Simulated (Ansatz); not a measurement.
For α-quartz (SiO2), BLYP (plane waves, PAW; Ansatz, a quantum-chemistry and plane-wave program) gives:

```
Property                   Result
-------------------  ------------
lattice parameter a       5.087 Å
lattice parameter c       5.573 Å
cohesive energy      6.16 eV/atom
```

Question: What does r²SCAN-D4 (Ansatz, plane waves, PAW) give for the same quantities?

Answer: 
- lattice constant a: 4.885 Å (drops by 4.0 %)
- lattice parameter c: 5.389 Å (drops by 3.3 %)
- cohesive energy: 6.54 eV/atom (rises by 0.38 eV/atom)

For comparison: lattice constant a 4.914 Å (measured, 298 K, not corrected to a static lattice; as tabulated in Sutter and Yavaş (2016), arXiv:1612.07049); lattice parameter c 5.405 Å (measured, 298 K, not corrected to a static lattice; as tabulated in Sutter and Yavaş (2016), arXiv:1612.07049); cohesive energy 6.45 ± 0.03 eV/atom (worked out here from tabulated enthalpies at 298 K, copied from a table, unchecked, brought to a static lattice with a Debye model, atoms in their spin–orbit ground levels; inputs from the CRC Handbook).

Changes are worked out from the printed values.

Unless a cell is named, each level is at its own relaxed cell (BLYP 13.88, r²SCAN-D4 12.38 Å³/atom).

Caveats: the cell is over a tenth larger than the published one: the level's own overestimate first of all, though another phase or state, or a fault of the published cell, is possible (BLYP). Ansatz's density-functional and Hartree–Fock values are scalar-relativistic unless marked +SOC, with PAW data made under PBE.
